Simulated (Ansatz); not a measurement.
Energy needed to pull apart P₄ (SMILES p12p3p1p23), closed shell, into free ground-state atoms, from the structure below (displaced at random from a GFN2-xTB minimum); no zero-point or spin–orbit terms; open-shell atoms are treated unrestricted, in their ground-state multiplicity.

```
atom    x (Å)    y (Å)    z (Å)
  P1  -0.6952  -0.1511   1.1060
  P2   1.3190   0.1055   0.2915
  P3  -0.1892  -1.1614  -0.8094
  P4  -0.4542   1.1555  -0.7113
```

Ansatz 0.2.0; basis: def2-TZVPP; cores frozen in the correlated methods. B3LYP uses VWN-RPA correlation.

```tsv
method	atomization energy (kcal/mol)
PBE-D4	312.7
r2SCAN-D4	290.5
PBE0-D4	293.5
B3LYP-D4	?
BHLYP-D4	?
wB97M-V	292.8
HF	112.4
MP2	275.0
CCSD	238.1
CCSD(T)	258.4
```

Problem. What does B3LYP-D4 give? (An estimate is asked for; the value comes from the calculation.)

Solution. The calculation gives: 286.3 kcal/mol, which is about 28.0 kcal/mol more than CCSD(T)/def2-TZVPP.

Problem. What does BHLYP-D4 give? (To be estimated.)

Solution. By the calculation: 262.2 kcal/mol, which is about 3.9 kcal/mol more than CCSD(T)/def2-TZVPP.

In triple zeta the MP2 and coupled-cluster atomization energies are still short of their basis limit by a few kcal/mol a bond, whereas those of the functionals are nearly converged, so these differences are not deviations from converged CCSD(T).

No T1 diagnostic of these runs exceeds 0.019.

For scale, one of the runs: CCSD(T)/def2-TZVPP forces, 168 basis functions (an equivalent command: `ansatz run in.yaml --threads 4`). The run took 61 s on 4 CPU threads (shared host), with 2 GiB of host memory at its peak.
